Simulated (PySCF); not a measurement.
# C3H3FO2 (trans-CHF=CHCOOH): the cost of one run

Programs: PySCF 2.14.0, with density-fitted response routines of our own. Each step states its level of theory. These are calculated values for one molecule, in the gas phase or a continuum, unless marked as measured. Atoms are numbered from 0 throughout.

### Step 1. The molecule as given

9 atoms, charge 0, multiplicity 1; geometry from: GFN2-xTB. The atoms were then displaced at random by about 0.01 Å, so the start is not that level's minimum.

Bonds of the start (Å): O0–C1 1.22, C1–O2 1.33, C1–C3 1.44, C3–C4 1.36, C4–F5 1.33, O2–H6 1.00, C3–H7 1.08, C4–H8 1.06.

### Step 2. Relaxing the molecule at PBE0-D3(BJ)/def2-TZVP

The job: settings as JSON, then the geometry in Å.

```
{"job": {"xc": "PBE0", "basis": "def2-TZVP", "d3": "d3bj", "grid": 2, "shake": 0.01, "kind": "geom"}, "charge": 0, "multiplicity": 1}
O      1.130670    -1.269900    -0.576030
C      0.899380    -0.183670    -0.059640
O      1.866650     0.615680     0.371210
C     -0.387480     0.416080     0.181320
C     -1.518700    -0.244960    -0.191430
F     -2.737860     0.257070     0.012610
H      2.761260     0.209700     0.212310
H     -0.435890     1.385110     0.657740
H     -1.520230    -1.202270    -0.641810
```

Command:

```sh
$ OMP_NUM_THREADS=1 python probes_run.py task.json out
```

The driver reads the jobs from task.json and runs them one after another.

**Question.** How long does this first job take on 1 thread of Arm Neoverse N1, shared host, and how much memory does it need?

About 3.5 min, with a peak of 0.89 GiB.
